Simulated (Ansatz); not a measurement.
Width of the whole s-p valence band (eV) of solids drawn from the class of alkali halides, at two levels: PBE in Ansatz (PAW), and HSE06 (Ansatz, a first-principles code, PAW).

```tsv
solid	PBE	HSE06
rock-salt LiF	19.97	21.57
rock-salt NaCl	12.66	13.84
rock-salt LiCl	13.38	14.64
rock-salt NaI	11.02	11.95
rock-salt LiBr	13.44	?
rock-salt NaF	18.95	20.35
```

Estimate the withheld HSE06 value from the other rows.

One way: carry over the typical difference. The differences HSE06 − PBE of the other rows, in order: 0.93, 1.18, 1.26, 1.40, 1.60; median 1.26. Rock-salt LiBr: 13.44 + (1.26) = 14.70 eV; the run gives 14.58 eV. The differences spread from 0.93 to 1.60, so such an estimate is rough.

Over all 6 rows HSE06 is the larger in 6.

Spin–orbit coupling is left out, also for the solids with elements from indium on (rock-salt NaI); its size isn't shown.

Cells: PBE at the measured cell; HSE06 at the measured cell. Ansatz's density-functional and Hartree–Fock values are scalar-relativistic unless marked +SOC, with PAW data made under PBE.
